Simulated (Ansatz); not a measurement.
Compare A (`C/C=C/C`) with its isomer B (`C1CCC1`).

Calculated with Ansatz (gas phase, PBE0-D4/def2-TZVP geometries, no zero-point term in ΔE). CBS: MP2 limit from def2 TZ/QZ plus the TZ coupled-cluster correction, frozen cores. DFT in def2-TZVPP. B3LYP here is the variant with VWN-RPA as its local correlation; programs differ in this.

(1) Which isomer does CCSD(T)/CBS put lower? Give the gap. (Best estimate.)

(2) Give E(B) − E(A) in kJ/mol with ωB97M-V, CCSD/def2-TZVPP, CCSD(T)/def2-TZVPP, HF/def2-TZVPP, B3LYP, CCSD(T)/def2-SVP, LDA (SPW92). (Estimate.)

(3) Does the order hold for the free energy at 298.15 K (harmonic terms from PBE0-D4)? (Estimate.)

Largest T1 diagnostic: 0.010.

Results:

(1) Ansatz gave: A, by 32.8 kJ/mol.

(2) Computed: ωB97M-V 27.8, CCSD/def2-TZVPP 29.9, CCSD(T)/def2-TZVPP 30.7, HF/def2-TZVPP 46.9, B3LYP 48.2, CCSD(T)/def2-SVP 29.6, LDA (SPW92) 15.9. None reverses the order clearly.

(3) Ansatz gave: Yes: G(B) − G(A) = +46.0 kJ/mol.

In def2-TZVPP, CCSD(T) changes the Hartree–Fock value by −16.2 kJ/mol (the triples alone add +0.8 kJ/mol) and MP2 by −22.6 kJ/mol. At CCSD(T), def2-SVP lies −3.2 kJ/mol from the extrapolated value and def2-TZVPP −2.1 kJ/mol.
